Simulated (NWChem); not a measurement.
**Extrapolating the MP2 correlation energy of methanol (CH$_{4}$O)**

```xyz
6

C      0.6125    -0.2314     0.0000
O     -0.6650     0.3583     0.0000
H      0.8066    -0.8558     0.8960
H      1.3548     0.5819     0.0000
H      0.8066    -0.8558    -0.8960
H     -1.3230    -0.3478     0.0000
```
Charge 0, spin multiplicity 1.

Program: NWChem. The geometry was optimised at B3LYP/def2-SVP, a minimum by its harmonic frequencies.

The correlated methods keep 2 core orbitals frozen.

Worked example. The MP2 correlation energy is -339.06 mHa in cc-pVDZ and -428.58 mHa in cc-pVTZ. The form E(X) = E∞ + A/X³ turns the pair into an estimate of the basis-set limit.

E∞ = (3³·(-428.58) − 2³·(-339.06))/(3³ − 2³) = -466.3 mHa. The larger basis holds 92 % of that. This is a two-point estimate, and a rough one from so small a pair.
